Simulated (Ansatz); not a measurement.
# SiO+ (doublet): from Hartree-Fock to the top rungs, def2-QZVPP

An exercise on one series of results from a longer session: the logs are not shown, and one member is left open.

The runs use Ansatz 0.2.0, Gaussian basis; def2-QZVPP, core rule «outside noble gas», up to 6 orbitals frozen.

To be run: UHF; ROHF; CCSD(T) on UHF.

2 further runs of the same task are left out: 2 set aside as unsound or not needed.

## The geometry

The geometry is a PBE0/def2-TZVP stationary point (not a proven minimum) of the parent state, kept for this charge and spin.

2 atoms, charge 1, spin multiplicity 2.

Atoms are counted from 1 here; the program's logs count them from 0.

Bond lengths: Si1–O2 1.724 Å.

Set-up of the first run:

in.yaml

```yaml
crystal:
  periodic: [false, false, false]
  atoms:
    - {symbol: Si, position_ang: [0.000000, 0.000000, 0.000000]}
    - {symbol: O, position_ang: [0.000000, 0.000000, 1.723500]}
basis:
  gaussian: {orbitals: "def2-QZVPP.json"}
total_charge: 1
magnetization: {spin_polarized: true, initial_magnetization: 1}
hamiltonian: {xc: hf}
output: {orbitals: {seedname: orbitals}}
```

Launch:

```
$ ansatz run in.yaml --threads 1 --pin off --events-out ev --progress --plain --max-ram 2393MiB
```

Steps of the session up to this table: UHF; ROHF; CCSD(T) on UHF.

One of the session's tables, all rows but one given; the rest of the session is left out.

| method | from UCCSD(T) (kcal/mol) |
| --- | --- |
| ROHF | +194.60 |
| UHF | +191.57 |
| UMP2 | +20.09 |
| UCCSD | ? |
| UCCSD(T) | 0 |

Estimate the missing values for UCCSD.

**Answer.** from UCCSD(T) (kcal/mol): +7.41. In the column «from UCCSD(T) (kcal/mol)» it lies between UCCSD(T) (0) and UMP2 (+20.09).
